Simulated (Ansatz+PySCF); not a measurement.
Results of a calculation; reference values are marked as such.
A run of Ansatz (development build ahead of 0.2.0) on doublet C3H3 at this shape:

| atom | x (Å) | y (Å) | z (Å) |
| --- | --- | --- | --- |
| C | 0.0000 | 0.0000 | -0.2908 |
| C | 0.0000 | 0.0000 | -1.4931 |
| H | 0.0000 | 0.0000 | -2.5553 |
| C | 0.0000 | 0.0000 | 1.0761 |
| H | 0.0000 | -0.9300 | 1.6315 |
| H | 0.0000 | 0.9300 | 1.6315 |

Its results:

* Converged: yes
* Reference energy: -115.27792 hartree
* Correlation energy: -0.45485 hartree
* Total energy: -115.73278 hartree
* Spin squared of the determinant: 0.750
* Stability test: minimum among restricted orbitals
* Occupied orbitals by symmetry in an Abelian subgroup (alpha; beta): 7 A1 2 B1 2 B2; 7 A1 1 B1 2 B2

Forces (eV/Å):
```csv
atom,Fx,Fy,Fz
C1,0.000,0.000,2.528
C2,0.000,0.000,-2.851
H3,0.000,0.000,0.069
C4,0.000,0.000,0.464
H5,0.000,0.143,-0.105
H6,0.000,-0.143,-0.105
```

Which input gives this output? Name the method, the orbitals and the basis set, and write the input.

ROHF-MP2 in cc-pVTZ.

```yaml
crystal:
  periodic: [false, false, false]
  atoms:
    - { symbol: C, position_ang: [0.0, 0.0, -0.29078] }
    - { symbol: C, position_ang: [0.0, 0.0, -1.49308] }
    - { symbol: H, position_ang: [0.0, 0.0, -2.55528] }
    - { symbol: C, position_ang: [0.0, 0.0, 1.07615] }
    - { symbol: H, position_ang: [0.0, -0.93002, 1.63149] }
    - { symbol: H, position_ang: [0.0, 0.93002, 1.63149] }
basis:
  gaussian: { orbitals: cc-pVTZ }
magnetization:
  initial_magnetization: 1
hamiltonian:
  xc: hf
correlation:
  method: mp2
  frozen_orbitals: { C: 1, H: 0 }
output:
  forces: true
```

Caution: forces differ strongly between restricted and unrestricted references.
